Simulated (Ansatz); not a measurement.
# A relaxation, step by step

C$_{3}$H$_{4}$F (SMILES C=C([CH2+])F) (charge +1), closed shell, PBE-D4/def2-SVP (Ansatz 0.2.0). Settings:

```yaml
hamiltonian: {xc: pbe, dispersion: d4}
relax: {f_tol: 0.2, max_steps: 30, max_displacement: 0.05}
```

Start (the SMILES describes the start alone):

```xyz
8
angstrom
C -1.0154 0.7742 0.4763
C -0.2333 -0.4038 -0.2378
C 1.0002 -0.5401 -0.2943
F -1.1865 -1.1752 -0.8941
H -1.8669 0.7839 0.5522
H -0.2610 1.5915 0.9302
H 1.4363 -1.4485 -0.8414
H 1.7575 0.2380 0.2039
```

```json
{"step": "1", "energy less the last (meV)": "3462.1", "largest force component (eV/Å)": "23.182"}
{"step": "2", "energy less the last (meV)": "1516.9", "largest force component (eV/Å)": "12.553"}
{"step": "3", "energy less the last (meV)": "431.8", "largest force component (eV/Å)": "5.748"}
{"step": "4", "energy less the last (meV)": "36.5", "largest force component (eV/Å)": "0.966"}
{"step": "5", "energy less the last (meV)": "6.4", "largest force component (eV/Å)": "0.212"}
{"step": "6", "energy less the last (meV)": "0.0", "largest force component (eV/Å)": "0.067"}
```

Step 3, positions (Å) and forces (eV/Å):

```
atom       x       y       z      Fx      Fy      Fz
  C1  -0.920   0.758   0.466   5.748  -1.244  -0.799
  C2  -0.298  -0.374  -0.233  -4.184   1.973   0.385
  C3   1.041  -0.540  -0.292   2.547  -0.048   0.049
  F4  -1.171  -1.170  -0.883   1.189   0.416   0.734
  H5  -1.932   0.786   0.555  -3.936   0.231   0.260
  H6  -0.272   1.578   0.923  -0.650  -0.845  -0.389
  H7   1.437  -1.440  -0.836   0.043   0.510   0.341
  H8   1.746   0.223   0.195  -0.759  -0.994  -0.581
```

Step 4, positions (Å) and forces (eV/Å):

| atom | x | y | z | Fx | Fy | Fz |
| --- | --- | --- | --- | --- | --- | --- |
| C1 | -0.883 | 0.737 | 0.462 | 0.964 | 0.187 | 0.005 |
| C2 | -0.325 | -0.334 | -0.243 | -0.600 | 0.173 | -0.084 |
| C3 | 1.046 | -0.535 | -0.294 | 0.454 | 0.050 | -0.069 |
| F4 | -1.148 | -1.164 | -0.857 | 0.254 | -0.011 | 0.151 |
| H5 | -1.958 | 0.794 | 0.551 | -0.966 | 0.112 | 0.077 |
| H6 | -0.274 | 1.549 | 0.916 | -0.039 | -0.347 | -0.065 |
| H7 | 1.439 | -1.428 | -0.825 | 0.089 | 0.173 | 0.167 |
| H8 | 1.733 | 0.202 | 0.184 | -0.157 | -0.335 | -0.182 |

Step 5, positions (Å) and forces (eV/Å):

```json
{"atom": "C1", "x": "-0.886", "y": "0.749", "z": "0.445", "Fx": "0.114", "Fy": "0.055", "Fz": "0.212"}
{"atom": "C2", "x": "-0.334", "y": "-0.321", "z": "-0.261", "Fx": "0.011", "Fy": "-0.038", "Fz": "-0.106"}
{"atom": "C3", "x": "1.047", "y": "-0.521", "z": "-0.315", "Fx": "-0.073", "Fy": "-0.083", "Fz": "0.133"}
{"atom": "F4", "x": "-1.141", "y": "-1.182", "z": "-0.841", "Fx": "0.053", "Fy": "-0.007", "Fz": "-0.008"}
{"atom": "H5", "x": "-1.979", "y": "0.816", "z": "0.552", "Fx": "-0.194", "Fy": "0.070", "Fz": "-0.027"}
{"atom": "H6", "x": "-0.261", "y": "1.512", "z": "0.945", "Fx": "0.030", "Fy": "-0.087", "Fz": "-0.111"}
{"atom": "H7", "x": "1.453", "y": "-1.430", "z": "-0.800", "Fx": "0.036", "Fy": "0.102", "Fz": "-0.009"}
{"atom": "H8", "x": "1.731", "y": "0.197", "z": "0.170", "Fx": "0.023", "Fy": "-0.012", "Fz": "-0.083"}
```

Last step (6):

```
8
angstrom
C -0.8859 0.7419 0.4510
C -0.3429 -0.3358 -0.2505
C 1.0405 -0.5209 -0.3047
F -1.1427 -1.1997 -0.8354
H -1.9837 0.8480 0.5340
H -0.2296 1.4839 0.9395
H 1.4633 -1.4071 -0.8164
H 1.7119 0.2096 0.1776
```

The run took about 6 s on 2 CPU threads of an Arm Neoverse V2 (shared host).
